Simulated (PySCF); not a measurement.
# Towards the basis-set limit for SF+

The task here is to estimate one member of a computed series from the others.

The runs use PySCF 2.14.0; CCSD(T) on ROHF, no relativity in the base curves; scalar relativity is added as a correction.

Set-up of the first run:

```
molecule             : SF+
state                : triplet, unpaired electrons π ↑↑
smaller basis        : S cc-pV(T+d)Z, F cc-pVTZ
larger basis         : S cc-pV(Q+d)Z, F cc-pVQZ
frozen core orbitals : 6
extrapolation        : correlation as n⁻³ (n = 3, 4), Hartree–Fock as (n+1)·exp(−9√n)
corrections          : core–valence correlation, scalar relativity
distances (Å)        : 1.3301, 1.3905, 1.4510, 1.5115, 1.5719, 1.6475, 1.7231
masses (u)           : 31.9721, 18.9984
dissociation limit   : S+ + F
```

Command:

```sh
$ OMP_NUM_THREADS=4 python comp.py task.json out
```

One table of the session follows, with a row left open; its other results are not shown here.

```
               level  Re (Å)  ωe (cm⁻¹)  ωexe (cm⁻¹)  αe (cm⁻¹)  De (eV)
CCSD(T)/cc-pVTZ(-PP)  1.5116     1016.1         5.53    0.00477    3.548
CCSD(T)/cc-pVQZ(-PP)  1.5081     1020.1         5.42    0.00471    3.736
              HF/CBS  1.4746     1118.5         5.10    0.00448    1.641
             MP2/CBS  1.5021     1049.3         4.95    0.00441    4.047
            CCSD/CBS       ?          ?            ?          ?        ?
         CCSD(T)/CBS  1.5063     1023.3         5.38    0.00470    3.835
      CCSD(T)/CBS+CV  1.5041     1025.7         5.40    0.00472    3.849
   CCSD(T)/CBS+CV+SR  1.5045     1023.5         5.38    0.00471    3.838
```

Q: Estimate the row for CCSD/CBS from the others.

As computed: Re (Å): 1.4974; ωe (cm⁻¹): 1052.8; ωexe (cm⁻¹): 5.36; αe (cm⁻¹): 0.00461; De (eV): 3.613. In the column «Re (Å)» it lies between HF/CBS (1.4746) and MP2/CBS (1.5021).

What this shows: The last step gives Re = 1.5045 Å, ωe = 1023.5 cm⁻¹ and De = 3.838 eV; the smaller basis alone is off from it by +7.1 mÅ and -0.29 eV. Near the minimum the mean field binds by 1.61 eV and correlation adds 2.23 eV of binding. T1 is 0.027. Spin–orbit coupling and excitations beyond (T) are left out.
